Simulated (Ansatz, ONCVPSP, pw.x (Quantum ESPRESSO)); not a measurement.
# What a changed setting does to a pw.x run (bcc Nb)

Potential: optimised norm-conserving Vanderbilt (ONCV), ONCVPSP 4.0.1.1 (patched build), PBEsol; core [Ar] 3d10, reference 4s2 4p6 4d4 5s1; waves: 4s+5s: rc 1.80 bohr, ncon 4, nbas 7, qcut 6.4 1/bohr, 2 projectors; 4p: rc 1.95 bohr, ncon 5, nbas 8, qcut 8.9 1/bohr, 3 projectors, debl 3.3 Ha; 4d: rc 2.70 bohr, ncon 4, nbas 9, qcut 4.9 1/bohr, 2 projectors, debl 1.6 Ha; local part: polynomial inside 1.35 bohr (lpopt 4, dvloc0 0 Ha); core correction: none.

The reference run (k-mesh 14³, cutoffs 70/280 Ry, Fermi–Dirac 0.01 Ry, mixing_beta 0.4, conv_thr 1e-9, no spin) gives 1.18 GPa at 17.566 Å³/atom, where all-electron LAPW gives -0.00 GPa. This run, with its own iteration cap, changes mixing_mode to TF.

```
&control
  calculation='scf', prefix='x', pseudo_dir='./', outdir='./tmp', tstress=.true., disk_io='none'
/
&system
  ibrav=0, nat=1, ntyp=1, ecutwfc=70, ecutrho=280, nbnd=14,
  occupations='smearing', smearing='fd', degauss=0.01
/
&electrons
  conv_thr=1e-09, mixing_beta=0.4, electron_maxstep=70, mixing_mode='TF'
/
ATOMIC_SPECIES
Nb 1.0 Nb.UPF
CELL_PARAMETERS angstrom
  -1.63758667 1.63758667 1.63758667
  1.63758667 -1.63758667 1.63758667
  1.63758667 1.63758667 -1.63758667
ATOMIC_POSITIONS crystal
Nb 0.0000 0.0000 0.0000
K_POINTS automatic
14 14 14 0 0 0
```

```bash
pw.x < Nb.scf.in > Nb.scf.out
```

How does the run end?

It converges in 8 iterations; the free energy moves by +0.0 meV/atom and the pressure by +0.01 GPa. The result is that of the reference run.

```
Message from routine setup:
     using ibrav=0 with symmetry is DISCOURAGED, use correct ibrav instead
     lattice parameter (alat)  =       5.3600  a.u.
     unit-cell volume          =     118.5412 (a.u.)^3
     number of electrons       =        13.00
     number of Kohn-Sham states=           14
     kinetic-energy cutoff     =      70.0000  Ry
     charge density cutoff     =     280.0000  Ry
     scf convergence threshold =      1.0E-09
     Exchange-correlation= PBESOL
     number of k points=   104  Fermi-Dirac smearing, width (Ry)=  0.0100
     iteration #  1     ecut=    70.00 Ry     beta= 0.40
     total energy              =    -113.61780142 Ry
     estimated scf accuracy    <       0.07723217 Ry
     iteration #  2     ecut=    70.00 Ry     beta= 0.40
     total energy              =    -113.59996693 Ry
     estimated scf accuracy    <       0.03478944 Ry
     iteration #  3     ecut=    70.00 Ry     beta= 0.40
     total energy              =    -113.60592150 Ry
     estimated scf accuracy    <       0.00022721 Ry
     [... 2 iterations left out ...]
     iteration #  6     ecut=    70.00 Ry     beta= 0.40
     total energy              =    -113.60591250 Ry
     estimated scf accuracy    <       0.00000097 Ry
     iteration #  7     ecut=    70.00 Ry     beta= 0.40
     total energy              =    -113.60591258 Ry
     estimated scf accuracy    <       0.00000005 Ry
     iteration #  8     ecut=    70.00 Ry     beta= 0.40
     the Fermi energy is    18.5532 ev
!    total energy              =    -113.60591259 Ry
     estimated scf accuracy    <          2.8E-10 Ry
     smearing contrib. (-TS)   =      -0.00629417 Ry
     The total energy is F=E-TS. E is the sum of the following terms:
     one-electron contribution =     -14.95347526 Ry
     hartree contribution      =      14.22650813 Ry
     xc contribution           =     -13.50078119 Ry
     ewald contribution        =     -99.37187011 Ry
     convergence has been achieved in   8 iterations
          total   stress  (Ry/bohr**3)                   (kbar)     P=       11.83
     Message from routine punch:
     Nothing written, as per user request (disk_io='none')
```

The run took about 17 s on one core of a shared host (Intel(R) Xeon(R) Platinum 8488C, 96 threads, 744 GiB, load 36).
